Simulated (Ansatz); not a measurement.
# CH₃NaSi (SMILES [Na][CH]=[SiH2]): a rigid scan of the angle H6–Si3–Na1

The task here is to estimate one member of a computed series from the others.

The runs use Ansatz 0.2.0, Gaussian basis; single points in def2-TZVPP.

Levels: PBE-D4, r2SCAN-D4, PBE0-D4, B3LYP-D4, wB97M-V, Hartree-Fock, MP2, CCSD, CCSD(T). The scan takes 137.9, 143.1, 148.2, 153.3, 158.5, 163.6, 168.7, 173.9, 179.0°.

Correlated methods freeze the cores. The outer core shell of Li, Na, Mg and K is correlated. B3LYP uses VWN-RPA correlation.

18 further runs of the same task are left out: 18 set aside as unsound or not needed.

## The starting structure

6 atoms, charge 0, spin multiplicity 1.

Atoms are counted from 1 here; the program's logs count them from 0.

Bond lengths: Na1–C2 2.276 Å, C2–Si3 1.735 Å, C2–H4 1.093 Å, Si3–H5 1.482 Å, Si3–H6 1.471 Å. Angles: Na1–C2–Si3 128.1°, Na1–C2–H4 116.2°, Si3–C2–H4 115.6°, C2–Si3–H5 118.1°, C2–Si3–H6 135.5°, H5–Si3–H6 106.4°.

Geometry (Å):

```mol
CH3NaSi
  3D, bonds by distance, orders not assigned

  6  5  0  0  0  0  0  0  0  0999 V2000
   -1.9357   -1.0186   -1.6961 Na  0  0
   -0.4318   -0.7489   -0.0090 C   0  0
    0.5913    0.6161    0.3064 Si  0  0
   -0.3223   -1.5906    0.6794 H   0  0
    0.4889    1.7885   -0.5942 H   0  0
    1.6097    0.9535    1.3135 H   0  0
  1  2  8  0
  2  3  8  0
  2  4  8  0
  3  5  8  0
  3  6  8  0
M  END
```

The first run:

relax/in.yaml

```yaml
crystal:
  periodic: [false, false, false]
  atoms:
    - {symbol: Na, position_ang: [-1.935730, -1.018590, -1.696100]}
    - {symbol: C, position_ang: [-0.431760, -0.748930, -0.008960]}
    - {symbol: Si, position_ang: [0.591250, 0.616150, 0.306400]}
    - {symbol: H, position_ang: [-0.322320, -1.590620, 0.679350]}
    - {symbol: H, position_ang: [0.488910, 1.788490, -0.594180]}
    - {symbol: H, position_ang: [1.609650, 0.953490, 1.313490]}
basis:
  gaussian: {orbitals: def2-TZVP}
hamiltonian: {xc: pbe0, dispersion: d4}
relax: {f_tol: 0.005, max_steps: 200}
```

The command line of these runs was not kept.

Steps of the session up to this table: Relaxation at PBE0-D4; The minimum at every level; H6–Si3–Na1 = 137.9°; H6–Si3–Na1 = 143.1°; H6–Si3–Na1 = 148.2°; H6–Si3–Na1 = 153.3°; H6–Si3–Na1 = 158.5°; H6–Si3–Na1 = 163.6°; H6–Si3–Na1 = 168.7°; H6–Si3–Na1 = 173.9°; H6–Si3–Na1 = 179.0°.

One of the session's tables, all rows but one given; the rest of the session is left out.

Energies less that of the minimum at the same level (meV):

```
      angle (°)  PBE-D4  PBE0-D4  B3LYP-D4  wB97M-V  Hartree-Fock
          137.9     600      639       637      638           737
          143.1     410      438       434      435           502
          148.2     259      277       273      274           315
          153.3     142      153       149      150           173
          158.5      59       64        61       62            71
          163.6       ?        ?         ?        ?             ?
167.9 (minimum)       0        0         0        0             0
          168.7       1        0         1        1             1
          173.9      26       26        29       28            32
          179.0      89       92        97       96           109
```

**Question.** Estimate the row for angle (°) = 163.6.

The run gave: PBE-D4: 12; PBE0-D4: 13; B3LYP-D4: 12; wB97M-V: 12; Hartree-Fock: 14.
